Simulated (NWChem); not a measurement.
All runs are NWChem calculations. System: trimethylamine (C3H9N), charge 0, spin multiplicity 1, at a geometry optimised with PBE0/def2-SVP. Level: RI-MP2/cc-pVDZ, 4 core orbitals frozen.

Job file:

```
start mol
memory heap 200 mb stack 900 mb global 1100 mb
geometry units angstroms nocenter noautoz
  C     -0.216411    -0.658654     1.197169
  N     -0.316980     0.132867     0.000000
  C     -0.216411    -0.658654    -1.197169
  C      0.585485     1.253330     0.000000
  H      0.776338    -1.152627     1.321193
  H     -0.982684    -1.449823     1.195753
  H     -0.386792    -0.029221     2.084818
  H      0.776338    -1.152627    -1.321193
  H     -0.386792    -0.029221    -2.084818
  H     -0.982684    -1.449823    -1.195753
  H      1.661212     0.957186     0.000000
  H      0.413970     1.879983    -0.889379
  H      0.413970     1.879983     0.889379
  symmetry group Cs
end
basis spherical
  * library cc-pvdz
end
basis "ri-mp2 basis" spherical
  * library cc-pvdz-ri
end
scf
  rhf
  nopen 0
  maxiter 100
  thresh 1e-7
  semidirect memsize 60000000 filesize 0
end
mp2
  freeze core 4
end
task rimp2 energy
```

NWChem printed:

```
             Northwest Computational Chemistry Package (NWChem) 7.3.0
             --------------------------------------------------------

                                NWChem Input Module
                                -------------------

 Scaling coordinates for geometry "geometry" by  1.889725989
 (inverse scale =  0.529177249)

 Turning off AUTOSYM since
 SYMMETRY directive was detected!

                             Geometry "geometry" -> ""
                             -------------------------

 Output coordinates in angstroms (scale by  1.889725989 to convert to a.u.)

  No.       Tag          Charge          X              Y              Z
 ---- ---------------- ---------- -------------- -------------- --------------
    1 C                    6.0000    -0.21641100    -0.65865400     1.19716900
    2 N                    7.0000    -0.31698000     0.13286700     0.00000000
    3 C                    6.0000    -0.21641100    -0.65865400    -1.19716900
    4 C                    6.0000     0.58548500     1.25333000     0.00000000
    5 H                    1.0000     0.77633800    -1.15262700     1.32119300
    6 H                    1.0000    -0.98268400    -1.44982300     1.19575300
    7 H                    1.0000    -0.38679200    -0.02922100     2.08481800
    8 H                    1.0000     0.77633800    -1.15262700    -1.32119300
    9 H                    1.0000    -0.38679200    -0.02922100    -2.08481800
   10 H                    1.0000    -0.98268400    -1.44982300    -1.19575300
   11 H                    1.0000     1.66121200     0.95718600     0.00000000
   12 H                    1.0000     0.41397000     1.87998300    -0.88937900
   13 H                    1.0000     0.41397000     1.87998300     0.88937900

 Effective nuclear repulsion energy (a.u.)     138.7671742125

            Nuclear Dipole moment (a.u.)
            ----------------------------
        X                 Y               Z
 ---------------- ---------------- ----------------
    -0.0000113384     0.0000207870    -0.0000000000

      Symmetry information
      --------------------

 Group name             Cs
 Group number              2
 Group order               2
 No. of unique centers     8

      Symmetry unique atoms

     1    2    4    5    6    7   11   12


 Summary of "ao basis" -> "" (spherical)
 ------------------------------------------------------------------------------
       Tag                 Description            Shells   Functions and Types
 ---------------- ------------------------------  ------  ---------------------
 *                          cc-pvdz                   on all atoms

 Summary of "ri-mp2 basis" -> "" (spherical)
 ------------------------------------------------------------------------------
       Tag                 Description            Shells   Functions and Types
 ---------------- ------------------------------  ------  ---------------------
 *                         cc-pvdz-ri                 on all atoms

 Summary of "ao basis" -> "ao basis" (spherical)
 ------------------------------------------------------------------------------
       Tag                 Description            Shells   Functions and Types
 ---------------- ------------------------------  ------  ---------------------
 C                          cc-pvdz                  6       14   3s2p1d
 N                          cc-pvdz                  6       14   3s2p1d
 H                          cc-pvdz                  3        5   2s1p
[...]
  ----- ------------  ---------------      ----- ------------  ---------------
    45      1.497814   4 C  s                63      1.067801   6 H  s
    83      1.067801  10 H  s                93     -0.817312  12 H  s
    98     -0.817312  13 H  s                 3     -0.748966   1 C  s
    31     -0.748966   3 C  s                88     -0.655528  11 H  s
     8      0.574333   1 C  py               36      0.574333   3 C  py

 center of mass
 --------------
 x =  -0.04138361 y =   0.01734933 z =  -0.00000000

 moments of inertia (a.u.)
 ------------------
         341.468018263106         -56.818595680476          -0.000000000000
         -56.818595680476         229.828515743748          -0.000000000000
          -0.000000000000          -0.000000000000         205.955962644895

  Mulliken analysis of the total density
  --------------------------------------

    Atom       Charge   Shell Charges
 -----------   ------   -------------------------------------------------------
    1 C    6     5.91   2.00  0.65  0.36  1.99  0.80  0.09
    2 N    7     7.48   2.00  0.72  0.80  2.40  1.50  0.05
    3 C    6     5.91   2.00  0.65  0.36  1.99  0.80  0.09
    4 C    6     5.91   2.00  0.65  0.36  1.99  0.80  0.09
    5 H    1     1.00   0.75  0.22  0.03
    6 H    1     0.97   0.76  0.18  0.03
    7 H    1     0.97   0.76  0.18  0.03
    8 H    1     1.00   0.75  0.22  0.03
    9 H    1     0.97   0.76  0.18  0.03
   10 H    1     0.97   0.76  0.18  0.03
   11 H    1     1.00   0.75  0.22  0.03
   12 H    1     0.97   0.76  0.18  0.03
   13 H    1     0.97   0.76  0.18  0.03

       Multipole analysis of the density wrt the origin
       ------------------------------------------------

     L   x y z        total         open         nuclear
     -   - - -        -----         ----         -------
     0   0 0 0     -0.000000      0.000000     34.000000

     1   1 0 0      0.179595      0.000000     -0.000011
     1   0 1 0     -0.075260      0.000000      0.000021
     1   0 0 1      0.000000      0.000000     -0.000000

     2   2 0 0    -21.670542      0.000000     35.212179
     2   1 1 0      0.852700      0.000000     35.880227
     2   1 0 1     -0.000000      0.000000      0.000000
     2   0 2 0    -19.994894      0.000000    105.711180
     2   0 1 1     -0.000000      0.000000      0.000000
     2   0 0 2    -19.636530      0.000000    120.788529

                               NWChem RI-MP2 Module
                               --------------------

 Summary of "ri-mp2 basis" -> "ri-mp2 basis" (spherical)
 ------------------------------------------------------------------------------
       Tag                 Description            Shells   Functions and Types
 ---------------- ------------------------------  ------  ---------------------
 C                         cc-pvdz-ri               18       56   7s5p4d2f
 N                         cc-pvdz-ri               18       56   7s5p4d2f
 H                         cc-pvdz-ri                6       14   3s2p1d

 SCF Reference Information:
            File: './mol.movecs'
           Title: ''
    Size (AOxMO):    101 x    101
       Total Occ:              34.00
 RI-MP2 Calculation Information:
          Nr. of AO basis functions:        101
     Nr. of fitting basis functions:        350
               Nr. of MO spin cases:          1
        Nr. of MOs to be correlated:         97
     Nr. of occupied MOs correlated:         13
      Nr. of virtual MOs correlated:         84

          RI integral approximation: 'V'
    Threshold for Schwarz screening:  1.000E-09
 Smallest eigenvalue retained in fit  1.000E-08
    Type of storage for MO integrals 'EAF library'

 Transformation block size   13, requiring     1 integral passes.
 XForm_3cInts: Completed     1:   13 pass.
 Energy evaluation using block sizes    13   13
 RIMP2_V_E2: Approx. ints. done (    1:   13,    1:   13)
 RIMP2_V_E2: Copy to B done (    1:   13,    1:   13)
 RIMP2_V_E2: Denominators done (    1:   13,    1:   13)
 RIMP2_V_E2: Completed block (    1:   13,    1:   13)

          -------------------------------------------
          SCF energy                -173.281592265924
          Correlation energy          -0.612905049731
          Total MP2 energy          -173.894497315655
          -------------------------------------------

 -----------------------
 Performance information
 -----------------------

 Timer overhead =  2.17D-07 seconds/call

               Nr. of calls         CPU time (s)                 Wall time (s)                GFlops
             ---------------    -------------------     ------------------------------   -------------------
Name         Min   Avg   Max    Min     Avg     Max     Min     Avg     Max   Mx/calls   Min     Max     Sum
Overall       1     1     1    4.9     4.9     4.9      4.9     4.9     4.9     4.9      0.0     0.0     0.0
3c integr     1     1     1    1.0     1.0     1.0      1.0     1.0     1.0     1.0      0.0     0.0     0.0
Energy        1     1     1   0.24    0.24    0.24     0.24    0.24    0.24    0.24      0.0     0.0     0.0
3c integr     1     1     1    1.0     1.0     1.0      1.0     1.0     1.0     1.0      0.0     0.0     0.0
First 2/3     3     3     3   1.05E-2 1.05E-2 1.05E-2  1.05E-2 1.05E-2 1.05E-2 3.51E-3   0.0     0.0     0.0
Final 1/3     1     1     1   1.40E-2 1.40E-2 1.40E-2  1.40E-2 1.40E-2 1.40E-2 1.40E-2   0.0     0.0     0.0
Write 3c      1     1     1   2.98E-3 2.98E-3 2.98E-3  2.98E-3 2.98E-3 2.98E-3 2.98E-3   0.0     0.0     0.0
Read 3c i     1     1     1   1.44E-3 1.44E-3 1.44E-3  1.44E-3 1.44E-3 1.44E-3 1.44E-3   0.0     0.0     0.0
Fitting b     1     1     1   0.12    0.12    0.12     0.12    0.12    0.12    0.12      0.0     0.0     0.0
Schwarz i     1     1     1   1.27E-2 1.27E-2 1.27E-2  1.27E-2 1.27E-2 1.27E-2 1.27E-2   0.0     0.0     0.0
Form 4ci      1     1     1   4.73E-2 4.73E-2 4.73E-2  4.73E-2 4.73E-2 4.73E-2 4.73E-2   0.0     0.0     0.0
Form A &      1     1     1   0.18    0.18    0.18     0.18    0.18    0.18    0.18      0.0     0.0     0.0
Denominat     1     1     1   1.37E-3 1.37E-3 1.37E-3  1.37E-3 1.37E-3 1.37E-3 1.37E-3   0.0     0.0     0.0
Pair Ener     1     1     1   7.23E-3 7.23E-3 7.23E-3  7.23E-3 7.23E-3 7.23E-3 7.23E-3   0.0     0.0     0.0

 The average no. of pstat calls per process was 1.60D+01
 with a timing overhead of 3.47D-06s

 Task  times  cpu:        4.9s     wall:        4.9s

 Total times  cpu:        4.9s     wall:        4.9s
```
